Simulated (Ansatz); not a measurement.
# BNH₂ (triplet): the correlation ladder, def2-TZVPP

The task here is to estimate one member of a computed series from the others.

Method: def2-TZVPP, core rule «outside noble gas», up to 2 orbitals frozen; program: Ansatz 0.2.0, Gaussian basis.

The runs, in order: UHF; ROHF; CCSD(T) on UHF.

2 further runs of the same task are left out: 2 set aside as unsound or not needed.

## The geometry

The geometry is a PBE0/def2-TZVP stationary point (not a proven minimum).

4 atoms, charge 0, spin multiplicity 3.

Atoms are counted from 1 here; the program's logs count them from 0.

Bond lengths: B1–N2 1.376 Å, B1–H3 1.215 Å, N2–H4 1.012 Å. Angles: N2–B1–H3 113.0°, B1–N2–H4 139.9°.

Coordinates:

```
B     0.0000   -0.1240    0.7739
N     0.0000   -0.0224   -0.5980
H     0.0000    0.9564    1.3306
H     0.0000    0.6853   -1.3215
```

Set-up of the first run:

File in.yaml:

```yaml
crystal:
  periodic: [false, false, false]
  atoms:
    - {symbol: B, position_ang: [0.000000, -0.124007, 0.773899]}
    - {symbol: N, position_ang: [0.000000, -0.022422, -0.597982]}
    - {symbol: H, position_ang: [0.000000, 0.956413, 1.330586]}
    - {symbol: H, position_ang: [0.000000, 0.685254, -1.321528]}
basis:
  gaussian: {orbitals: def2-TZVPP}
magnetization: {spin_polarized: true, initial_magnetization: 2}
hamiltonian: {xc: hf}
output: {orbitals: {seedname: orbitals}}
```

Launch:

```
ansatz run in.yaml --threads 1 --pin off --events-out ev --progress --plain --max-ram 3968MiB --backend cpu
```

Steps of the session up to this table: UHF; ROHF; CCSD(T) on UHF.

One of the session's tables, all rows but one given; the rest of the session is left out.

```
  method  from UCCSD(T) (kcal/mol)
    ROHF                   +180.81
     UHF                   +177.70
    UMP2                    +23.13
   UCCSD                         ?
UCCSD(T)                         0
```

Q: Estimate the row for UCCSD from the others.

**Answer.** from UCCSD(T) (kcal/mol): +6.53. In the column «from UCCSD(T) (kcal/mol)» it lies between UCCSD(T) (0) and UMP2 (+23.13).

With the free atoms at the same levels and basis (separate runs), the atomisation energy is 10.633 eV at UCCSD(T), 7.861 eV at ROHF.
